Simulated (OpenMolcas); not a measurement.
# doublet SiO+: levels of theory compared

Aim: a comparison of 6 runs (UHF/STO-3G, UHF/def2-TZVPPD, U-revPBE/def2-TZVPPD, UB3LYP/def2-TZVPPD, UM06-2X/def2-TZVPPD, UM06-L/def2-TZVPPD) of doublet SiO+. 

Program for the calculation: OpenMolcas 26.06.

### 1 The structure to begin with

SiO+ has 2 atoms, charge +1, and is taken as a doublet. SMILES of the parent species: `O=[Si]`. The coordinates come from a PBE0-D4/def2-TZVP relaxation. That shape belongs to the parent species and isn't relaxed for this state.

Bond lengths: O1–Si2 1.509 Å.

### 2 A single-point energy at UHF/STO-3G (run 1)

calc.input

```
>>> EXPORT MOLCAS_PRINT=2

&GATEWAY
 BasLib=$CurrDir
 Coord
 2
 angstrom
 O       -0.640700       0.231500      -0.324000
 Si       0.640700      -0.231500       0.324000
 Basis=STO-3G
 Group=NoSym

&SEWARD

&SCF
 UHF
 Charge=1
 Spin=2
 Thresholds=1e-10 1e-07 1e-07 1e-05
 PrOrbitals=1 2
```

The basis set STO-3G is read from a file made from the Basis Set Exchange's data (not shown).

Started as:

```console
$ export MOLCAS_MEM=1860
$ pymolcas calc.input > calc.log
```

The log of the run:

```text
--- Start Module: gateway ---
[...]
--- Stop Module: gateway /rc=_RC_ALL_IS_WELL_ ---
--- Start Module: seward ---
[...]
      Basis functions           14
--- Stop Module: seward /rc=_RC_ALL_IS_WELL_ ---
--- Start Module: scf ---
[...]
       Convergence after  23 Iterations
[...]
::    Total SCF energy                               -359.1625591784
[...]
      Total spin, S                                     0.5201648062
[...]
      Total electronic charge=   21.000000
      Total            charge=    1.000000
[...]
      Dipole Moment (debye):
      Origin of the operator (angstrom)=    0.1746   -0.0631    0.0883
                   X=  1.9548E+00               Y= -7.0632E-01               Z=  9.8854E-01           Total=  2.3016E+00
      Center of Charge (angstrom)
[...]
--- Stop Module: scf /rc=_RC_ALL_IS_WELL_ ---
[...]
```

Run time: 2 s. Hardware: 1 thread of AMD EPYC 9R14 (Zen 4), shared host; peak memory 0.37 GiB.

### 3 The energy at UHF/def2-TZVPPD (run 2)

run.inp

```
>>> EXPORT MOLCAS_PRINT=2
&GATEWAY
BasLib=$CurrDir
Coord
2
angstrom
O       -0.640700       0.231500      -0.324000
Si       0.640700      -0.231500       0.324000
Basis=def2-TZVPPD
Group=NoSym
&SEWARD
&SCF
UHF
Charge=1
Spin=2
Thresholds=1e-10 1e-07 1e-07 1e-05
PrOrbitals=1 1
```

The basis set def2-TZVPPD is read from a file made from the Basis Set Exchange's data (not shown).

Started as:

```console
$ export MOLCAS_MEM=1860
$ pymolcas run.inp > run.log
```

The log of the run:

```text
--- Start Module: gateway ---
[...]
--- Stop Module: gateway /rc=_RC_ALL_IS_WELL_ ---
--- Start Module: seward ---
[...]
      Basis functions           88
--- Stop Module: seward /rc=_RC_ALL_IS_WELL_ ---
[...]
--- Start Module: scf ---
[...]
       Convergence after  31 Iterations
[...]
::    Total SCF energy                               -363.4591838284
[...]
      Total spin, S                                     0.5242568541
[...]
      Total electronic charge=   21.000000
      Total            charge=    1.000000
[...]
      Dipole Moment (debye):
      Origin of the operator (angstrom)=    0.1746   -0.0631    0.0883
                   X=  2.9353E+00               Y= -1.0606E+00               Z=  1.4844E+00           Total=  3.4560E+00
      Center of Charge (angstrom)
[...]
--- Stop Module: scf /rc=_RC_ALL_IS_WELL_ ---
[...]
```

It took 11 s on 1 thread of AMD EPYC 9R14 (Zen 4), shared host; peak memory 0.48 GiB.

### 4 The energy at U-revPBE/def2-TZVPPD (run 3)

input.xyz

```xyz
2

O     -0.640700     0.231500    -0.324000
Si     0.640700    -0.231500     0.324000
```

mol.inp

```
* OSi Kohn-Sham DFT

&gateway
 baslib=$CurrDir
 coord=input.xyz
 basis=def2-TZVPPD
 group=NoSym

&seward
 gridinput
 Grid=UltraFine
 End of Grid

&scf
 uhf
 charge=1
 spin=2
 ksdft=revPBE
 thresholds=1e-10 1e-07 1e-07 1e-05
 prorbitals=1 1
```

The basis set def2-TZVPPD is read from a file made from the Basis Set Exchange's data (not shown).

Started as:

```console
$ export MOLCAS_MEM=1860
$ pymolcas mol.inp > mol.log
```

The log of the run:

```text
--- Start Module: gateway ---
[...]
--- Stop Module: gateway /rc=_RC_ALL_IS_WELL_ ---
--- Start Module: seward ---
[...]
      Basis functions           88
--- Stop Module: seward /rc=_RC_ALL_IS_WELL_ ---
[...]
--- Start Module: scf ---
[...]
       Convergence after  19 Iterations
[...]
::    Total KS-DFT energy                            -364.2735844260
[...]
      Total spin, S                                     0.5026078856
[...]
      Total electronic charge=   21.000000
      Total            charge=    1.000000
[...]
      Dipole Moment (debye):
      Origin of the operator (angstrom)=    0.1746   -0.0631    0.0883
                   X=  3.6620E+00               Y= -1.3232E+00               Z=  1.8519E+00           Total=  4.3117E+00
      Center of Charge (angstrom)
[...]
--- Stop Module: scf /rc=_RC_ALL_IS_WELL_ ---
[...]
```

Wall time 17 s (1 thread of AMD EPYC 9R14 (Zen 4), shared host); peak memory 0.48 GiB.

Runs 4 to 5 aren't shown in full; the table further down has their settings and results.

### 5 The energy at UM06-L/def2-TZVPPD (run 6)

geom.xyz

```xyz
2

O     -0.640700     0.231500    -0.324000
Si     0.640700    -0.231500     0.324000
```

run.inp

```
>>> EXPORT MOLCAS_PRINT=2

&GATEWAY
 BasLib = $CurrDir
 Coord = geom.xyz
 Basis = def2-TZVPPD
 Group = NoSym

&SEWARD
 GridInput
 Grid=UltraFine
 End of Grid

&SCF
 UHF
 Charge = 1
 Spin = 2
 KSDFT = M06L
 Thresholds = 1e-10 1e-07 1e-07 1e-05
 PrOrbitals = 1 1
```

The basis set def2-TZVPPD is read from a file made from the Basis Set Exchange's data (not shown).

Started as:

```console
$ export MOLCAS_MEM=1860
$ pymolcas run.inp > run.log
```

The log of the run:

```text
--- Start Module: gateway ---
[...]
--- Stop Module: gateway /rc=_RC_ALL_IS_WELL_ ---
--- Start Module: seward ---
[...]
      Basis functions           88
--- Stop Module: seward /rc=_RC_ALL_IS_WELL_ ---
[...]
--- Start Module: scf ---
[...]
       Convergence after  19 Iterations
[...]
::    Total KS-DFT energy                            -364.3296182877
[...]
      Total spin, S                                     0.5043071345
[...]
      Total electronic charge=   21.000000
      Total            charge=    1.000000
[...]
      Dipole Moment (debye):
      Origin of the operator (angstrom)=    0.1746   -0.0631    0.0883
                   X=  3.5770E+00               Y= -1.2924E+00               Z=  1.8089E+00           Total=  4.2115E+00
      Center of Charge (angstrom)
[...]
--- Stop Module: scf /rc=_RC_ALL_IS_WELL_ ---
[...]
```

It took 22 s on 1 thread of AMD EPYC 9R14 (Zen 4), shared host; peak memory 0.48 GiB.

### 6 The series

```csv
run,level,integration grid,energy (Eh),HOMO energy (eV),LUMO energy (eV),⟨S²⟩,wall time
1,UHF/STO-3G,–,-359.162559,-19.26,-4.76,0.791,2 s
2,UHF/def2-TZVPPD,–,-363.459184,-21.02,-8.36,0.799,11 s
3,U-revPBE/def2-TZVPPD,UltraFine,-364.273584,-16.23,-15.06,0.755,17 s
4,UB3LYP/def2-TZVPPD,UltraFine,-364.366008,-17.58,-14.40,0.759,20 s
5,UM06-2X/def2-TZVPPD,UltraFine,-364.295232,-19.27,-13.02,0.763,26 s
6,UM06-L/def2-TZVPPD,UltraFine,-364.329618,-16.40,-14.91,0.759,22 s
```

### 7 What came out

| quantity | value |
| --- | --- |
| run 6: total energy | -364.32962 Eh |
| run 6: HOMO energy (highest over α and β) | -16.40 eV |
| run 6: LUMO energy (lowest over α and β) | -14.91 eV |
| run 6: ⟨S²⟩ | 0.759 |

**Reading.** Totals of different functionals can't be ranked against each other. In run 1 the basis is minimal, so the values are rough. All runs together took 98 s, the longest 26 s.
